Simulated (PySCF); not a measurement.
LiSi from Hartree–Fock to correlated methods

State: ⁴Σ⁻ (quartet), unpaired electrons σ ↑, π ↑↑. Set-up: Li def2-SVPD, Si def2-SVPD; no relativity (PySCF 2.14). De refers to Li + Si in their high-spin ground configurations, without counterpoise correction. The functionals are run spin-unrestricted. A positive dipole means Li(−)Si(+).

```tsv
Level	Re (Å)	ωe (cm⁻¹)	De (eV)	μ (D)
UHF	2.398	452	1.31	-6.52
UHF-MP2	2.394	447	1.71	n/a
UHF-SCS-MP2	2.394	446	1.56	n/a
UHF-CCSD	2.393	444	1.65	n/a
UHF-CCSD(T)	2.395	442	1.68	n/a
LDA	2.347	453	2.14	-5.32
PBE	2.373	445	1.89	-5.40
TPSS	2.375	451	1.93	-5.73
r²SCAN	2.387	447	2.01	-5.94
M06-L	2.386	446	2.19	-6.61
PBE0	2.366	456	1.86	-5.81
ωB97X	2.373	456	1.74	-6.51
```

(1) Which functional lies closest to UHF-CCSD(T) in De, which farthest, and by how much do they differ from it?

(2) What does a quarter of exact exchange do here, going from PBE to PBE0?

(3) What does the step from GGA to meta-GGA do here, going from PBE to r²SCAN?

Correlated steps freeze 5 core orbitals. Correlated levels converge slowly with the basis: in double zeta they bind strong bonds too weakly, by up to about 1 eV, and carry superposition errors of some tenths. The state was picked by a PBE0 search and need not be the measured ground state.

Answers

(1) Closest is ωB97X (-2.2 pm in Re, +3.2 % in ωe, +0.06 eV in De against UHF-CCSD(T) in the same basis), farthest M06-L (-0.9 pm in Re, +0.9 % in ωe, +0.51 eV in De). CCSD(T) converges more slowly with the basis than the functionals do and binds too weakly in this one, so the order can change at the basis-set limit.

(2) PBE0 less PBE: -0.7 pm in Re, +2.5 % in ωe, -0.03 eV in De. Exact exchange removes part of the self-interaction that spreads semilocal densities, and in most molecules shortens and stiffens the bond and lowers De; so it does here.

(3) r²SCAN less PBE: +1.4 pm in Re, +0.4 % in ωe, +0.12 eV in De.
